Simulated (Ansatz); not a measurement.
# AlH2O: the cost of one run

Method: def2-QZVPP, all electrons in the functionals; program: Ansatz 0.2.0, Gaussian basis.

To be run: PBE, BLYP, r2SCAN, B97M-V, PBE0, B3LYP, at charge 0, quartet; charge 0, doublet; charge 0, sextet; charge 1, triplet; charge 1, quintet.

### Step 1. The system

The geometry is a PBE0/def2-TZVP stationary point (not a proven minimum).

4 atoms, charge 0, spin multiplicity 4.

Atoms are counted from 1 here; the program's logs count them from 0.

Bond lengths: Al1–O2 1.747 Å, Al1–H3 1.777 Å, Al1–H4 1.777 Å. Angles: O2–Al1–H3 65.9°, O2–Al1–H4 65.9°, H3–Al1–H4 131.8°.

Coordinates:

```
Al    0.0000    0.0000    0.6535
O     0.0000    0.0000   -1.0930
H     0.0000   -1.6221   -0.0723
H     0.0000    1.6221   -0.0723
```

No dispersion term is added; B97M-V holds VV10 nonlocal correlation. B3LYP takes the VWN-RPA correlation.

The geometry shown and the zero of energy belong to the point charge 0, quartet. The yardstick, UCCSD(T), and other wave-function levels (R restricted, U unrestricted, valence and pair active spaces) come from earlier runs.

### Step 2. PBE, charge 0, quartet

Contents of in.yaml:

```yaml
crystal:
  periodic: [false, false, false]
  atoms:
    - {symbol: Al, position_ang: [0.000000, 0.000000, 0.653528]}
    - {symbol: O, position_ang: [0.000000, 0.000000, -1.093006]}
    - {symbol: H, position_ang: [0.000000, -1.622098, -0.072304]}
    - {symbol: H, position_ang: [0.000000, 1.622098, -0.072304]}
basis:
  gaussian: {orbitals: "def2-QZVPP.json"}
magnetization: {spin_polarized: true, initial_magnetization: 3}
hamiltonian: {xc: {name: PBE}}
output: {orbitals: {seedname: orbitals}}
```

Started as:

```
$ ansatz run in.yaml --threads 1 --pin off --events-out ev --progress --plain --max-ram 2393MiB
```

**Question.** How long does this run take on 1 thread of Arm Neoverse V1, shared host, and how much memory does it need?

About 9.5 s, with a peak of 0.29 GiB.
